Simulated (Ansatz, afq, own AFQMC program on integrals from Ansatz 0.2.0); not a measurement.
# AlNH2, triplet → AlNH₂, quintet

```xyz
4

Al    0.0000    0.0000    0.6865
N     0.0000    0.0000   -1.0849
H     0.0000    0.8334   -1.6498
H     0.0000   -0.8334   -1.6498
```

Connectivity, by distances: Al–NH2.

E(quintet, charge +0) − E(triplet, charge +0) at this geometry, on UHF and UHF determinants.

Basis cc-pVDZ. Noble-gas cores (and the filled d shells of Ga–Kr and In–Xe) are frozen. Integrals, coupled cluster, full CI and functionals: Ansatz 0.2.0; the random walks run on the same integrals in our own AFQMC program. The CISD trial takes its coefficients from CCSD amplitudes. Released means that phaseless walkers are propagated on without the constraint, phases kept. Uncertainties: one standard error, sampling alone. The errors of all members are added in quadrature.

No full CI on the walks' own integrals is used here; CCSDT(Q) serves as the reference and is uncertain by about the last step of the cluster series. Each member takes its own surest rung, up to full CI.

Errors are counted within cc-pVDZ, not against nature.

Cautions: AlNH₂ (triplet): another spin lies lower; AlNH₂ (quintet): another spin lies lower; core correlation is missing, and it shifts such a gap most where an s electron is promoted.

Reference (CCSDT(Q)): 100.3 kcal/mol.

| level | vertical spin gap (kcal/mol) | error against CCSDT(Q) (kcal/mol) |
| --- | --- | --- |
| HF | 74.1 | -26.2 |
| MP2 | 103.2 | 2.8 |
| CCSD | 98.3 | -2.1 |
| CCSD(T) | 100.0 | -0.3 |
| CCSDT | 100.1 | -0.2 |
| ph-AFQMC/CISD | 100.3 ± 0.1 | 0.0 ± 0.1 |
| released AFQMC | 100.3 ± 0.09 | 0.0 ± 0.09 |

Correlation beyond CCSD(T) adds 0.3 kcal/mol. The perturbative (T) step is worth +1.7 kcal/mol.

A walk keeps the symmetry of its determinant, which the program's search chose and which needn't be the lowest solution, so a lower state of the same spin and another symmetry isn't excluded. Released energies are given only where the last usable release times agree within the noise; a slower fall can still hide under it.
